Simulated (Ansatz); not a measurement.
The first iterations of a band of AlH3O + H2 (7 atoms, charge 0, multiplicity 1).

Theory: Ansatz, RKS B3LYP-D4/def2-SVP.

```json
{
  "movable images": "1",
  "climbing image": "no",
  "spring": "5.0 eV/Å²",
  "optimiser": "quadratic models (default)",
  "start path": "through a guess of the saddle point",
  "force threshold": "0.05 eV/Å",
  "iteration limit": "60",
  "end points": "relaxed"
}
```

Image 0:

```xyz
7
Properties=species:S:1:pos:R:3
Al -0.052 -0.162 0.197
O -0.070 -0.622 1.846
H -0.855 -0.744 2.387
H 1.372 -0.123 -0.478
H -1.408 0.088 -0.583
H 0.107 2.347 0.540
H 0.145 2.064 1.247
```

Image 2:

```xyz
7
Properties=species:S:1:pos:R:3
Al 0.026 0.482 -0.150
O -0.034 0.145 1.864
H -0.826 -0.328 2.161
H 1.358 -0.262 -0.604
H -1.379 -0.218 -0.469
H 0.054 2.081 -0.049
H 0.040 0.947 2.404
```

| iteration | highest image above the first end (eV) | largest band force component (eV/Å) |
| --- | --- | --- |
| 1 | 1.665 | 2.162 |
| 2 | 0.999 | 1.444 |

Question: Does the band converge within its limit, and where does its top end?

Answer: It converged. It ended after 6 iterations with the highest image 0.887 eV above the first end. No image climbed, so the highest image needn't sit at the top of the path. So few images can step over the top or miss a turn of the path. The orbitals stay closed-shell, which can raise the energy where a bond breaks towards radicals; this wasn't checked here.

The run took 17 s on 1 thread of Arm Neoverse N1 (shared host), peak memory 0.1 GiB.
